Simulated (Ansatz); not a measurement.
We consider diamond, described by r²SCAN0 (Ansatz, a quantum-chemistry and plane-wave program, PAW).

Settings: plane-wave cutoff 600 eV, 12×12×12 k mesh, finite displacements, scalar-relativistic PAW data made under PBE.

Computed at the level's own relaxed cell.

```yaml
crystal:
  lattice:
    - [0.00000, 1.76987, 1.76987]
    - [1.76987, 0.00000, 1.76987]
    - [1.76987, 1.76987, 0.00000]
  atoms:
    - { symbol: C, position: [0.50000, 0.50000, 0.50000] }
    - { symbol: C, position: [0.75000, 0.75000, 0.75000] }
```

Harmonic phonon frequencies (cm⁻¹; i marks an imaginary mode):

```json
[
 {"q point": "Γ", "frequencies": "…"},
 {"q point": "X", "frequencies": "820 820 1131 1131 1263 1263"},
 {"q point": "L", "frequencies": "573 573 1099 1281 1281 1319"}
]
```

### Question
Fill in the missing entries.

### Answer

- Γ, frequencies: 0 0 0 1390 1390 1390

Measured, for comparison: zone-centre TO phonon frequency 1333 cm⁻¹ (low temperature, zero-point motion not removed; as tabulated in Kunc et al. (2003), arXiv:cond-mat/0304692). Computed (rounded) less measured: zone-centre TO phonon frequency +4 %.

No imaginary mode appears at these points.
